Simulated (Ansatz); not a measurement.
# C2H4F2O: basis-set convergence

Aim: see how fast density functionals converge with the basis set for C2H4F2O.

Method: one geometry, several basis sets; program: Ansatz 0.2.0, Gaussian basis.

Levels to be run: PBE0-D4/def2-SVP; ωB97M-V/def2-SVP; PBE0-D4/def2-QZVPP; ωB97M-V/def2-QZVPP; the functionals' def2-TZVPP values are taken from earlier runs.

### Step 1. The relaxed structure

All runs share one geometry, relaxed beforehand with PBE0-D4 in a triple-zeta def2 set.

SMILES `COC(F)F`, 9 atoms, charge 0, spin multiplicity 1.

Atoms are counted from 1 here; the program's logs count them from 0.

Bond lengths: C1–O2 1.417 Å, C1–H6 1.096 Å, C1–H7 1.088 Å, C1–H8 1.093 Å, O2–C3 1.350 Å, C3–F4 1.360 Å, C3–F5 1.336 Å, C3–H9 1.099 Å. Angles: O2–C1–H6 110.9°, O2–C1–H7 106.4°, O2–C1–H8 111.2°, H6–C1–H7 109.2°, H6–C1–H8 109.5°, H7–C1–H8 109.6°, C1–O2–C3 113.9°, O2–C3–F4 111.2°, O2–C3–F5 107.5°, O2–C3–H9 113.6°, F4–C3–F5 107.4°, F4–C3–H9 107.3°, F5–C3–H9 109.7°.

Geometry (Å):

```xyz
9
charge 0, multiplicity 1
C    -0.55996   -0.36392   -0.98786
O     0.67870    0.03624   -0.42902
C     0.60460    0.38211    0.87332
F     0.38218   -0.70628    1.65872
F     1.78929    0.89161    1.22288
H    -1.32164    0.41191   -0.84839
H    -0.38587   -0.50689   -2.05193
H    -0.90866   -1.29999   -0.54519
H    -0.19024    1.10891    1.09047
```

### Step 2. PBE0-D4 in def2-SVP

Contents of in.yaml:

```yaml
crystal:
  periodic: [false, false, false]
  atoms:
    - {symbol: C, position_ang: [-0.559958, -0.363917, -0.987858]}
    - {symbol: O, position_ang: [0.678696, 0.036239, -0.429016]}
    - {symbol: C, position_ang: [0.604600, 0.382107, 0.873319]}
    - {symbol: F, position_ang: [0.382177, -0.706277, 1.658719]}
    - {symbol: F, position_ang: [1.789292, 0.891610, 1.222877]}
    - {symbol: H, position_ang: [-1.321640, 0.411911, -0.848390]}
    - {symbol: H, position_ang: [-0.385867, -0.506892, -2.051931]}
    - {symbol: H, position_ang: [-0.908662, -1.299990, -0.545191]}
    - {symbol: H, position_ang: [-0.190238, 1.108907, 1.090472]}
basis:
  gaussian: {orbitals: def2-SVP}
hamiltonian: {xc: pbe0, dispersion: d4}
output: {orbitals: {seedname: orbitals}}
```

The runs that follow: ωB97M-V in def2-SVP; PBE0-D4 in def2-QZVPP; ωB97M-V in def2-QZVPP.

Q: Predict the results of all the runs planned. Wanted: PBE0-D4: double and triple zeta above quadruple; ωB97M-V: double and triple zeta above quadruple.

As calculated:

```
                                       quantity           value
PBE0-D4: double and triple zeta above quadruple  12.00, 0.51 eV
ωB97M-V: double and triple zeta above quadruple  12.29, 0.49 eV
```

For PBE0-D4 the step from double to triple zeta gains 11.49 eV and the next only 0.51 eV. Total energies overstate the basis error of differences, where much of it tends to cancel. The LUMO of ωB97M-V is positive and keeps falling with the basis (3.57 to 1.85 eV): an unbound level that the basis holds in place.
